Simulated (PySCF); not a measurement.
Redox energetics: trisilane

System: trisilane, `[SiH3][SiH2][SiH3]` (H8Si3). Optimised structure (Å), atoms numbered from 1:
```
Si    1.8045    0.7313   -0.0329
Si    0.1958   -0.9738   -0.0685
Si   -1.9440   -0.0244    0.0705
H     3.1853    0.1845   -0.2057
H     1.5285    1.7039   -1.1348
H     1.7314    1.4576    1.2722
H     0.4178   -1.9030    1.0847
H     0.3170   -1.7594   -1.3377
H    -2.1642    0.8783   -1.1012
H    -2.0533    0.7854    1.3230
H    -3.0089   -1.0737    0.0792
```

Computed at LC-ωPBE/ma-def2-TZVP // PBE0-D3(BJ)/ma-def2-SVP with PySCF (density fitting, grid level 2). Thermal corrections: GFN2-xTB frequencies, unscaled, ideal gas at 298.15 K and 1 bar, quasi-RRHO entropy. These were taken at the GFN2-xTB minima.

Frontier levels of the parent: HOMO -10.54 eV, LUMO 1.05 eV.

Oxidation to the radical cation:
* Vertical ionisation energy (electronic): 10.06 eV
* Adiabatic ionisation energy (with zero-point energy): 9.22 eV
* Adiabatic, electronic part: 9.28 eV
* Vertical gap at the product's structure: 8.35 eV
* Inner reorganisation energy (four-point): 1708 meV
* Relaxation of product / of parent: 775 / 933 meV
* ⟨S²⟩ of the product: 0.764
* Largest spin populations: Si2 0.45, Si1 0.24, Si3 0.23
* Largest changes of atomic charge: Si2 0.21, Si1 0.17, Si3 0.16
* Distances that move most (Å): Si1–Si2 2.344 → 2.457; Si2–Si3 2.345 → 2.455; Si1–H 1.495 → 1.482; Si1–H 1.495 → 1.482

Reduction to the radical anion:
```
Vertical electron affinity (electronic)              : -0.86 eV
Adiabatic electron affinity (with zero-point energy) : -0.18 eV
Adiabatic, electronic part                           : -0.33 eV
Vertical gap at the product's structure              : 0.96 eV
⟨S²⟩ of the product                                  : 0.774
Largest spin populations                             : Si2 0.36, Si1 0.28, Si3 0.28
Largest changes of atomic charge                     : Si2 -0.18, Si1 -0.18, Si3 -0.18
Distances that move most (Å)                         : Si1–Si2 2.344 → 2.463; Si2–Si3 2.345 → 2.460; Si1–H 1.495 → 1.539; Si3–H 1.495 → 1.538
```

Measured values (NIST Chemistry WebBook, evaluated or the median of agreeing entries): vertical ionisation energy 9.87 eV (computed 10.06, difference 0.19); adiabatic ionisation energy 9.20 eV (computed 9.22, difference 0.02).

Note: the gas-phase radical anion comes out unbound at this level, so its gas-phase values hang on the basis; a negative vertical affinity means that the electron isn't bound at that structure, so the value and what is derived from it hang on the basis.

Hardware: 1 thread of Arm Neoverse V1, shared with other jobs. Command: `OMP_NUM_THREADS=1 python redox_run.py task.json out`. The single points of this level: 95 s.
